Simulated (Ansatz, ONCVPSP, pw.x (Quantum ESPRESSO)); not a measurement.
**From atom to crystal: ONCV potential for B**

* Element: boron (B)
* Generator: ONCVPSP 4.0.1.1 (patched build)
* Type: optimised norm-conserving Vanderbilt (ONCV)
* Functional: LDA (Perdew-Wang 92)
* Relativity: scalar-relativistic
* Frozen core: [He]
* Valence charge: 3
* Reference configuration: 2s2 2p1
* Partial waves: 2s: rc 1.30 bohr, ncon 4, nbas 9, qcut 4.8 1/bohr, 1 projector; 2p: rc 3.55 bohr, ncon 5, nbas 8, qcut 3.5 1/bohr, 3 projectors, debl 0.5 Ha; d scattering state at 0.15 Ha: rc 2.95 bohr, ncon 3, nbas 6, qcut 2.8 1/bohr, 2 projectors, debl 3.2 Ha
* Local potential: polynomial inside 1.00 bohr (lpopt 3, dvloc0 0 Ha)
* Core correction: Teter function, fcfact 5.5, rcfact 1.3

Crystal test: sc B in pw.x 7.5, no spin, 17³ k-points, Fermi–Dirac smearing 0.01 Ry, cutoffs 115/460 Ry. The lattice is a test structure that the element need not adopt, and mesh and smearing are coarse.

pw.x input:

```
&control
  calculation='scf', prefix='x', pseudo_dir='./', outdir='./tmp', tstress=.true., disk_io='low'
/
&system
  ibrav=0, nat=1, ntyp=1, ecutwfc=115, ecutrho=460, nbnd=8,
  occupations='smearing', smearing='fd', degauss=0.01
/
&electrons
  conv_thr=1e-09, mixing_beta=0.4, electron_maxstep=70
/
ATOMIC_SPECIES
B 1.0 B.UPF
CELL_PARAMETERS angstrom
  1.86807221 0.00000000 0.00000000
  0.00000000 1.86807221 0.00000000
  0.00000000 0.00000000 1.86807221
ATOMIC_POSITIONS crystal
B 0.0000 0.0000 0.0000
K_POINTS automatic
17 17 17 0 0 0
```

```bash
pw.x < B.scf.in > B.scf.out
```

Task: How does the run end?

Result: It converges; the pressure is -103.45 GPa against -1.14 GPa from all-electron LAPW. The largest radius (3.55 bohr) exceeds half the bond length (1.77 bohr), so the spheres overlap, which is one possible source of error among others. The pseudo pressure rises with volume over the whole range, a mechanical instability. A pressure error of this size marks a broken potential; the numbers have no physical meaning. The log shows:

```
Message from routine setup:
     using ibrav=0 with symmetry is DISCOURAGED, use correct ibrav instead
     lattice parameter (alat)  =       3.5301  a.u.
     unit-cell volume          =      43.9924 (a.u.)^3
     number of electrons       =         3.00
     number of Kohn-Sham states=            8
     kinetic-energy cutoff     =     115.0000  Ry
     charge density cutoff     =     460.0000  Ry
     scf convergence threshold =      1.0E-09
     Exchange-correlation= SLA  PW   NOGX NOGC
     number of k points=   165  Fermi-Dirac smearing, width (Ry)=  0.0100
     iteration #  1     ecut=   115.00 Ry     beta= 0.40
     total energy              =      -5.94445885 Ry
     estimated scf accuracy    <       0.00580076 Ry
     iteration #  2     ecut=   115.00 Ry     beta= 0.40
     total energy              =      -5.94442301 Ry
     estimated scf accuracy    <       0.00207931 Ry
     iteration #  3     ecut=   115.00 Ry     beta= 0.40
     total energy              =      -5.94444371 Ry
     estimated scf accuracy    <       0.00000477 Ry
     iteration #  4     ecut=   115.00 Ry     beta= 0.40
     total energy              =      -5.94444397 Ry
     estimated scf accuracy    <       0.00000005 Ry
     iteration #  5     ecut=   115.00 Ry     beta= 0.40
     the Fermi energy is     9.8496 ev
!    total energy              =      -5.94444397 Ry
     estimated scf accuracy    <          1.4E-10 Ry
     smearing contrib. (-TS)   =      -0.00147424 Ry
     The total energy is F=E-TS. E is the sum of the following terms:
     one-electron contribution =       3.70560800 Ry
     hartree contribution      =       0.04438184 Ry
     xc contribution           =      -2.45935349 Ry
     ewald contribution        =      -7.23360608 Ry
     convergence has been achieved in   5 iterations
          total   stress  (Ry/bohr**3)                   (kbar)     P=    -1034.52
```
